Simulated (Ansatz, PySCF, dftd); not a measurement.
Reaction: CH4O (SMILES CO) → CH4O+ (parent SMILES CO, doublet) + e-
Each species at its own B3LYP-D3(BJ)/def2-TZVP minimum (Ansatz, an electronic-structure program).

Quantity: adiabatic ionisation energy (0 K, zero-point energies from PySCF's Hessians at B3LYP-D3(BJ)/def2-TZVP), in eV. Radicals and triplets start from unrestricted determinants; spin-orbit coupling is neglected. Correlated methods leave the cores frozen. Rows without X2C or -DK are non-relativistic. CBS(X,Y): correlation extrapolated as X^-3, Hartree-Fock from the larger set (Q,5: extrapolated as (X+1)exp(-9√X)). A bracket is a step between two methods taken in the basis named. Functionals run without relativity, which enters their misses. '+ core + X2C': CCSD(T) terms for core correlation (cc-pwCVTZ) and scalar relativity (cc-pVTZ-DK).

Measured: 10.84 eV (CCCBDB table in ASE).

```csv
level,program,adiabatic ionisation energy (eV),error against that value
HF/cc-pVTZ,Ansatz,9.66,-1.18
B3LYP-D4/def2-TZVPD,Ansatz + dftd4,10.61,-0.23
PBE0-D3(BJ)/def2-TZVPD,Ansatz + dftd3,10.48,-0.36
CAM-B3LYP-D4/def2-TZVPD,Ansatz + dftd4,10.65,-0.19
CCSDT(Q)/cc-pVDZ,Ansatz,10.28,-0.56
"CCSD(T)/CBS(cc-pVQZ,cc-pV5Z) + [CCSDT(Q) - CCSD(T)]/cc-pVDZ + core + X2C",Ansatz,10.88,0.04
```
